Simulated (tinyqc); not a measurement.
Inside a calculation. Method: coupled-perturbed Hartree-Fock on RHF in the sto-3g basis, for BH3, spin multiplicity 1. One step of it, computed by the program tinyqc.

Problem. Coupled step 2. U_ai = -(mu_ai + sum_bj [4 (ai|bj) - (ab|ij) - (aj|bi)] U_bj) / (e_a - e_i); alpha = -4 sum U_ai mu_ai.

U after step 1, order a5, a6, a7, a8:
```
[[0.000000, 0.000000, 0.015202, 0.000000],
 [0.000000, 0.000000, 0.698459, 0.000000],
 [0.000000, 0.000000, -0.691484, 0.000000],
 [-0.013987, 0.182155, 0.000000, -0.686160]]
```

dipole integrals <a|y|i> (bohr), order a5, a6, a7, a8:
```
[[0.000000, 0.000000, -0.009532, 0.000000],
 [0.000000, 0.000000, -0.701961, 0.000000],
 [0.000000, 0.000000, 0.721992, 0.000000],
 [0.107968, -0.217037, 0.000000, 0.716406]]
```

orbital energies (hartree): [-7.415141, -0.671136, -0.466993, -0.466980, 0.238294, 0.709368, 0.764993, 0.765058]

Two-electron integrals over orbitals (pq|rs), unique and non-zero (hartree):
```
(11|11) 2.885585    (21|11) -0.251942   (21|21) 0.034337    (22|11) 0.604360
(22|21) -0.008695   (22|22) 0.445933    (31|31) 0.007642    (32|31) 0.013209
(32|32) 0.121680    (33|11) 0.549363    (33|21) -0.003770   (33|22) 0.442042
(33|33) 0.494979    (41|11) -0.000127   (41|21) 0.000012    (41|22) -0.000023
(41|33) -0.004221   (41|41) 0.007640    (42|11) -0.000021   (42|21) -0.000011
(42|22) -0.000175   (42|33) -0.063258   (42|41) 0.013201    (42|42) 0.121548
(43|31) -0.004210   (43|32) -0.063207   (43|43) 0.049037    (44|11) 0.549273
(44|21) -0.003774   (44|22) 0.441856    (44|33) 0.396646    (44|41) 0.004226
(44|42) 0.063331    (44|44) 0.495053    (51|11) -0.011175   (51|21) 0.001380
(51|22) -0.000973   (51|33) -0.000495   (51|41) 8.92e-07    (51|42) 1.09e-07
(51|44) -0.000495   (51|51) 0.021957    (52|11) 0.005522    (52|21) -0.000477
(52|22) -0.001245   (52|33) -0.000801   (52|41) -1.67e-07   (52|42) 2.35e-07
(52|44) -0.000801   (52|51) 0.021323    (52|52) 0.069524    (53|31) 0.000176
(53|32) -0.001063   (53|43) 0.001074    (53|53) 0.018050    (54|11) 0.000007
(54|21) -4.56e-07   (54|22) 1.74e-06    (54|33) 0.001076    (54|41) 0.000175
(54|42) -0.001064   (54|44) -0.001076   (54|51) 0.000012    (54|52) 0.000026
(54|54) 0.018045    (55|11) 0.741758    (55|21) -0.009917   (55|22) 0.464644
(55|33) 0.436770    (55|41) -4.55e-06   (55|42) -0.000014   (55|44) 0.436717
(55|51) 0.001495    (55|52) 0.007526    (55|54) 0.000007    (55|55) 0.586923
(61|11) -0.277382   (61|21) 0.038820    (61|22) -0.008798   (61|33) -0.003620
(61|41) 0.000121    (61|42) 0.000150    (61|44) -0.003535   (61|51) 0.000694
(61|52) -0.001289   (61|54) 1.82e-06    (61|55) -0.007663   (61|61) 0.044078
(62|11) 0.213776    (62|21) -0.009602   (62|22) 0.041499    (62|33) 0.021477
(62|41) 0.000054    (62|42) 0.000009    (62|44) 0.021118    (62|51) -0.001247
(62|52) -0.000489   (62|54) 0.000015    (62|55) 0.106033    (62|61) -0.009450
(62|62) 0.069765    (63|31) 0.003296    (63|32) -0.042573   (63|43) 0.039996
(63|53) 0.001245    (63|63) 0.058213    (64|11) 0.001709    (64|21) -0.000050
(64|22) 0.000446    (64|33) 0.040649    (64|41) 0.003242    (64|42) -0.043352
(64|44) -0.040187   (64|51) -1.89e-07   (64|52) 0.000024    (64|54) 0.001261
(64|55) 0.000828    (64|61) 1.35e-06    (64|62) 0.000887    (64|64) 0.059165
(65|11) -0.005650   (65|21) -0.000184   (65|22) -0.003120   (65|33) -0.001443
(65|41) 4.89e-06    (65|42) 0.000034    (65|44) -0.001409   (65|51) 0.023835
(65|52) 0.065824    (65|54) 0.000164    (65|55) 0.000847    (65|61) -0.001176
(65|62) -0.004866   (65|64) -0.000025   (65|65) 0.068802    (66|11) 0.623019
(66|21) -0.011646   (66|22) 0.442455    (66|33) 0.440702    (66|41) 0.000197
(66|42) 0.001666    (66|44) 0.442463    (66|51) -0.002657   (66|52) -0.005595
(66|54) -0.000025   (66|55) 0.462671    (66|61) -0.011456   (66|62) 0.027440
(66|64) -0.000490   (66|65) -0.007004   (66|66) 0.459903    (71|11) 0.002170
(71|21) -0.000313   (71|22) 0.000041    (71|33) -0.005382   (71|41) 0.013332
(71|42) 0.019820    (71|44) 0.005452    (71|51) -0.000005   (71|52) 0.000010
(71|54) 0.000346    (71|55) 0.000058    (71|61) -0.000167   (71|62) 0.000172
(71|64) 0.005956    (71|65) 0.000017    (71|66) 0.000408    (71|71) 0.023532
(72|11) -0.001779   (72|21) 0.000074    (72|22) -0.000346   (72|33) 0.024723
(72|41) 0.007700    (72|42) -0.003279   (72|44) -0.025089   (72|51) 0.000010
(72|52) 6.39e-07    (72|54) 0.001826    (72|55) -0.000875   (72|61) 0.000176
(72|62) -0.000224   (72|64) 0.045533    (72|65) 0.000041    (72|66) -0.000380
(72|71) 0.012925    (72|72) 0.048541    (73|31) 0.003418    (73|32) 0.052306
(73|43) -0.023891   (73|53) -0.000937   (73|63) -0.030259   (73|73) 0.037027
(74|11) 0.202384    (74|21) -0.005584   (74|22) 0.046159    (74|33) 0.053187
(74|41) -0.003464   (74|42) -0.051601   (74|44) 0.006497    (74|51) 0.000064
(74|52) 0.003152    (74|54) 0.000922    (74|55) 0.096133    (74|61) -0.005128
(74|62) 0.066735    (74|64) 0.030524    (74|65) -0.001067   (74|66) 0.026463
(74|71) -0.005635   (74|72) 0.008306    (74|74) 0.104070    (75|11) 0.000042
(75|21) 1.03e-06    (75|22) 0.000018    (75|33) -0.002006   (75|41) 0.000634
(75|42) 0.004253    (75|44) 0.002032    (75|51) -0.000188   (75|52) -0.000528
(75|54) 0.016239    (75|55) -0.000009   (75|61) 0.000017    (75|62) 0.000042
(75|64) -0.001578   (75|65) -0.000385   (75|66) 0.000113    (75|71) 0.001048
(75|72) 0.000575    (75|74) -0.001805   (75|75) 0.020178    (76|11) 0.000408
(76|21) 0.000006    (76|22) -0.000023   (76|33) -0.057593   (76|41) 0.013212
(76|42) 0.109050    (76|44) 0.057934    (76|51) 0.000018    (76|52) 0.000052
(76|54) -0.001416   (76|55) 0.000084    (76|61) 0.000177    (76|62) 0.000076
(76|64) -0.046810   (76|65) 0.000078    (76|66) 0.001762    (76|71) 0.020749
(76|72) -0.009690   (76|74) -0.052974   (76|75) 0.003775    (76|76) 0.111553
(77|11) 0.685268    (77|21) -0.010024   (77|22) 0.460492    (77|33) 0.427867
(77|41) -0.001160   (77|42) 0.026054    (77|44) 0.491183    (77|51) -0.000321
(77|52) 0.001135    (77|54) -0.001153   (77|55) 0.478410    (77|61) -0.009407
(77|62) 0.044068    (77|64) -0.036002   (77|65) -0.000774   (77|66) 0.468322
(77|71) -0.002920   (77|72) -0.031622   (77|74) 0.043380    (77|75) 0.000580
(77|76) 0.027820    (77|77) 0.530061    (81|31) 0.013333    (81|32) 0.019824
(81|43) -0.005394   (81|53) 0.000346    (81|63) 0.006044    (81|73) 0.005593
(81|81) 0.023527    (82|31) 0.007694    (82|32) -0.003379   (82|43) 0.024940
(82|53) 0.001826    (82|63) 0.045431    (82|73) -0.009573   (82|81) 0.012915
(82|82) 0.048558    (83|11) 0.202334    (83|21) -0.005590   (83|22) 0.045994
(83|33) 0.006227    (83|41) 0.003444    (83|42) 0.051973    (83|44) 0.053497
(83|51) 0.000064    (83|52) 0.003153    (83|54) -0.000925   (83|55) 0.096095
(83|61) -0.005042   (83|62) 0.066626    (83|64) -0.029775   (83|65) -0.001037
(83|66) 0.028086    (83|71) 0.005684    (83|72) -0.009730   (83|74) 0.035852
(83|75) 0.001833    (83|76) 0.053747    (83|77) 0.063553    (83|83) 0.104537
(84|31) 0.003450    (84|32) 0.051982    (84|43) -0.023572   (84|53) -0.000926
(84|63) -0.029813   (84|73) 0.032573    (84|81) 0.005649    (84|82) -0.009195
(84|84) 0.036551    (85|31) 0.000635    (85|32) 0.004254    (85|43) -0.002012
(85|53) 0.016238    (85|63) -0.001548   (85|73) 0.001836    (85|81) 0.001048
(85|82) 0.000573    (85|84) 0.001825    (85|85) 0.020171    (86|31) 0.013229
(86|32) 0.108678    (86|43) -0.057128   (86|53) -0.001395   (86|63) -0.045391
(86|73) 0.053721    (86|81) 0.020788    (86|82) -0.009270   (86|84) 0.053370
(86|85) 0.003765    (86|86) 0.110647    (87|31) 0.000847    (87|32) -0.028649
(87|43) 0.032987    (87|53) 0.001187    (87|63) 0.037369    (87|73) -0.011777
(87|81) 0.002511    (87|82) 0.031502    (87|84) -0.011468   (87|85) -0.000662
(87|86) -0.029681   (87|87) 0.034910    (88|11) 0.685263    (88|21) -0.010024
(88|22) 0.460559    (88|33) 0.492093    (88|41) 0.000945    (88|42) -0.027797
(88|44) 0.426906    (88|51) -0.000321   (88|52) 0.001135    (88|54) 0.001179
(88|55) 0.478419    (88|61) -0.009364   (88|62) 0.044520    (88|64) 0.037644
(88|65) -0.000784   (88|66) 0.467438    (88|71) 0.002744    (88|72) 0.031040
(88|74) 0.064158    (88|75) -0.000628   (88|76) -0.029167   (88|77) 0.462510
(88|83) 0.042252    (88|88) 0.530960
```

Give: U after step 2; polarisability.

Solution.

U after step 2, order a5, a6, a7, a8:
```
[[0.000, 0.000, 0.015, 0.000],
 [0.000, 0.000, 0.715, 0.000],
 [0.000, 0.000, -0.711, 0.000],
 [-0.014, 0.189, 0.000, -0.705]]
```

polarisability = 6.252 bohr^3
